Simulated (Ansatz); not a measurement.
A made-up structure of CH5OSi (charge +1), singlet:

C1  (-0.564, 1.062, -0.401)
O2  (-0.426, -0.336, -0.064)
Si3  (0.643, -1.323, 0.481)
H4  (-0.846, 1.106, -1.451)
H5  (0.371, 1.592, -0.223)
H6  (-1.112, -0.641, 0.551)
H7  (1.999, -0.851, 0.809)
H8  (0.188, -2.709, 0.628)
(Å)

It is relaxed with PBE-D4/def2-SVP and then PBE0-D4/def2-TZVP (Ansatz 0.2.0). Atoms count as bonded within 1.22 times the sum of their covalent radii (H–H: 0.88 Å). The end point is not checked to be a true minimum.

(1) Does its bonding change? (Judge from chemistry; the calculation decides.)

Answers

(1) By the calculation: Yes. Formed: C1–H7; broken: Si3–H7.

Where it ends: The first stage lowers the energy by 2.38 eV in 18 steps. It ends as CH₅OSi ([CH3][OH][SiH]), total charge +1:
```tsv
atom	x (Å)	y (Å)	z (Å)
C1	0.1409	0.6159	-0.1398
O2	-0.5416	-0.6998	-0.1103
Si3	-0.0635	-2.3256	0.5421
H4	0.2615	0.9006	-1.1823
H5	-0.4768	1.3194	0.4135
H6	-1.4153	-0.6503	-0.5295
H7	1.0991	0.4570	0.3452
H8	1.2474	-1.7166	0.9916
```

Labels in which every atom is bracketed show which atoms are joined, not bond orders.

For scale, one of the runs: PBE0-D4/def2-TZVP relaxation, 129 basis functions, launched by `ansatz run in.yaml --threads 2 --pin off --events-out ev --progress --plain --max-ram 4352MiB`. The run took about 3.7 min on 2 CPU threads of an AMD EPYC (shared host).
